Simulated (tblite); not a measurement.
Species: C5H10N (doublet state).
Atom-mapped SMILES: `[CH3:1][C:2]1[CH2:3][CH2:4][CH2:5][NH:6]1` (hydrogens: H7, H8, H9 on C1; H10, H11 on C3; H12, H13 on C4; H14, H15 on C5; H16 on N6)

Structure used (GFN2-xTB), in Å, numbered top down from 1:
```xyz
16
C5H10N angstrom
C      2.1167    0.4421    0.1718
C      0.6965    0.0536    0.3764
C     -0.4336    1.0348    0.3103
C     -1.6667    0.1316    0.2000
C     -1.1276   -1.1167   -0.5021
N      0.2332   -1.2068   -0.0104
H      2.3201    0.7567   -0.8639
H      2.7779   -0.3920    0.4014
H      2.3749    1.2771    0.8211
H     -0.4778    1.6874    1.1851
H     -0.3442    1.6850   -0.5745
H     -2.0183   -0.1345    1.1964
H     -2.4846    0.5931   -0.3499
H     -1.6870   -2.0203   -0.2465
H     -1.1578   -0.9877   -1.5951
H      0.8707   -1.7943   -0.5314
```

Method: GFN2-xTB as coded in tblite; computed harmonic values from a numerical Hessian at the method's own geometry, unscaled. This tight-binding method is rough: wavenumbers can miss measured ones by several per cent, in bad cases by 10 to 20. One conformer, not necessarily the lowest. Open shells enter through the occupations alone, without spin polarisation, and single modes of such species can be off by tens of per cent.

Harmonic wavenumbers (cm⁻¹): 108.1, 110.4, 198.3, 273.4, 312.0, 513.7, 566.9, 706.0, 837.8, 888.9, 905.0, 974.5, 978.7, 1004.7, 1046.8, 1083.5, 1104.7, 1126.5, 1156.1, 1201.0, 1226.9, 1265.8, 1286.4, 1311.3, 1325.6, 1398.6, 1410.6, 1474.2, 1481.2, 1486.3, 1490.2, 1496.0, 2812.1, 2820.3, 2839.8, 2953.9, 2955.2, 3002.2, 3015.2, 3015.5, 3016.4, 3378.2.

A = 6730, B = 3154, C = 2326 MHz; mass 84.081 u (most abundant isotopes); point group C1, symmetry number 1; spin multiplicity 2.

Problem. Zero-point energy?

Solution. Half the sum of the wavenumbers: 30779 cm⁻¹ = 368.20 kJ/mol.

Problem. Give the ideal-gas entropy at 200 K and 1 bar in the rigid-rotor, harmonic-oscillator model (classical rotation).

Solution. Translation 155.83, rotation 104.97, vibration 36.90, spin (R ln 2) 5.76: S = 303.5 J/(mol K).

Problem. And Cp and H(200 K) − H(0)?

Solution. Cp = 78.94 J/(mol K), of which vibrations give 45.68 (their classical limit is 42 R = 349.2); H(200 K) − H(0) = 11.02 kJ/mol without the zero-point energy, 4.36 from vibrations.

Problem. Which modes carry the vibrational entropy at 200 K?

Solution. 108.1 cm⁻¹: 10.61; 110.4 cm⁻¹: 10.45; 198.3 cm⁻¹: 6.03; 273.4 cm⁻¹: 3.91; 312.0 cm⁻¹: 3.14; 513.7 cm⁻¹: 0.99 J/(mol K); the other 36 give 1.76 together.

Problem. Blend soft modes into free rotors: weight 1/[1 + (100 cm⁻¹/ν̃)⁴] for the oscillator and the rest for a rotor with moment μB/(μ + B), μ = h/(8π²ν), B = 10⁻⁴⁴ kg m². What vibrational entropy results?

Solution. 36.55 J/(mol K) in place of 36.90, which changes −T·S at 200 K by +0.07 kJ/mol.

Hindered rotation and anharmonicity are outside this model. Other conformers, if any are populated, would add a mixing term that is left out. The structure is chiral; the term R ln 2 for an equal mix with its mirror image is left out.
